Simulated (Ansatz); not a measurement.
We consider corundum Cr₂O₃, described by revPBE (Ansatz, an electronic-structure program, PAW).

Run with plane-wave cutoff 520 eV, 8×8×8 k mesh, Fermi–Dirac smearing 0.01 eV, spin-polarised with opposed moments, scalar-relativistic PAW data made under PBE.

The volume scan:

| V (Å³/atom) | E − E_lowest (meV/atom) | P (GPa) |
|---|---|---|
| 9.542 | 10.37 | 8.65 |
| 9.740 | 2.50 | 4.11 |
| 9.939 | 0.00 | 0.00 |
| 10.138 | 2.34 | -3.71 |
| 10.337 | 9.04 | -7.03 |

Task: Estimate the bulk modulus from the pressures at 9.740 and 10.138 Å³/atom, and compare it with a fit to all energies.

Result: B = −V dP/dV. Between V = 9.740 and 10.138 Å³/atom, dP/dV = (-3.71 − (4.11))/(10.138 − 9.740) = -19.6 GPa per Å³/atom; at the midpoint 9.939 Å³/atom this gives B ≈ 195 GPa. The third-order Birch–Murnaghan fit gives V0 = 9.939 Å³/atom, B0 = 195 GPa, B′ = 4.2, which lies within 1 % of that estimate.

Shape and atoms are relaxed at each volume.

Measured, for comparison: bulk modulus 234 GPa (temperature not stated, no zero-point or thermal correction, our sources range from 206 to 245; as tabulated in Toher et al. (2017), arXiv:1611.05714); equilibrium volume per atom 9.64 Å³/atom (temperature not stated, no zero-point or thermal correction; as tabulated in Sawada, Mater. Res. Bull. 29, 239 (1994) (COD 9015000)). Computed (rounded) less measured: bulk modulus not scored (sources differ), equilibrium volume per atom +3.1 %.

Note: without U or exact exchange, gaps and moments of open d shells tend to come out too small; the bulk modulus comes from volumes at which shape and atoms were relaxed.

Cost on a shared machine: very roughly 60 core-minutes.
